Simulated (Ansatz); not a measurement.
Elements on the sites of an ideal hcp lattice, at a guessed lattice constant:

```yaml
crystal:
  lattice:
    - [4.25732, -2.45796, -4.54114]
    - [4.25732, -2.45796, 4.54114]
    - [-1.41911, -7.37389, 0.00000]
  atoms:
    - { symbol: Be, position: [0.64167, 0.89167, 0.60000] }
    - { symbol: Be, position: [0.84167, 0.09167, 0.80000] }
    - { symbol: Be, position: [0.05833, 0.80833, 0.60000] }
    - { symbol: Al, position: [0.24167, 0.49167, 0.20000] }
    - { symbol: Al, position: [0.54167, 0.79167, 0.00000] }
    - { symbol: Al, position: [0.15833, 0.90833, 0.20000] }
    - { symbol: Ti, position: [0.14167, 0.39167, 0.60000] }
    - { symbol: Ti, position: [0.94167, 0.19167, 0.40000] }
    - { symbol: Ti, position: [0.44167, 0.69167, 0.40000] }
    - { symbol: Ti, position: [0.04167, 0.29167, 0.00000] }
    - { symbol: Ti, position: [0.74167, 0.99167, 0.20000] }
    - { symbol: Ti, position: [0.34167, 0.59167, 0.80000] }
    - { symbol: Ti, position: [0.85833, 0.60833, 0.40000] }
    - { symbol: Ti, position: [0.55833, 0.30833, 0.60000] }
    - { symbol: Ti, position: [0.35833, 0.10833, 0.40000] }
    - { symbol: Ti, position: [0.95833, 0.70833, 0.00000] }
    - { symbol: Ti, position: [0.75833, 0.50833, 0.80000] }
    - { symbol: Ti, position: [0.65833, 0.40833, 0.20000] }
    - { symbol: Ti, position: [0.45833, 0.20833, 0.00000] }
    - { symbol: Ti, position: [0.25833, 0.00833, 0.80000] }
```

Cell and atoms were relaxed without symmetry on coarser meshes and computed once more. All numbers below come from Ansatz, DFT PBE, scalar-relativistic, plane waves, PAW.

Settings: cutoff 420 eV, Γ-centred mesh 5×5×5 on the computed 20-atom cell, Gaussian smearing of 0.10 eV; no spin polarisation.

The relaxation ran on 2×2×2 (shifted) and then 3×3×3 k points with a smearing of 0.1 eV, from sites shaken by 0.02 Å.

Question: What does the relaxation give?

Answer: A volume of 15.83 Å³/atom and no gap on the mesh. It lies 0.07 eV/atom below the elements' standard states (static lattices, no corrections for gases). The atoms leave their sites by 0.13 Å (root mean square) and 0.27 Å at most, and the cell stretches by up to 1.0 % at fixed volume.

```
CELL_PARAMETERS angstrom
4.23618 -2.46604 -4.49913
4.29952 -2.42758 4.53752
-1.44573 -7.38013 -0.04127
ATOMIC_POSITIONS crystal
Be 0.65262 0.89002 0.61875
Be 0.83315 0.07252 0.79566
Be 0.04134 0.80670 0.61339
Al 0.23469 0.49076 0.20040
Al 0.54471 0.80342 0.97881
Al 0.16208 0.90619 0.19313
Ti 0.14714 0.39800 0.59889
Ti 0.94079 0.17253 0.41960
Ti 0.43494 0.69537 0.40649
Ti 0.03770 0.28052 0.01103
Ti 0.74547 0.99592 0.19315
Ti 0.34674 0.60127 0.79056
Ti 0.86364 0.62854 0.40946
Ti 0.56133 0.29448 0.61227
Ti 0.37527 0.10710 0.40467
Ti 0.95737 0.71142 0.98661
Ti 0.76680 0.47809 0.79943
Ti 0.65725 0.42702 0.19541
Ti 0.46390 0.20600 0.00072
Ti 0.22995 0.00432 0.78166
```

Cost: 2 runs of about 6.1 core-minutes in all (earlier runs that led there not counted), on AMD EPYC 7R13 Processor (Zen 3) (shared hosts).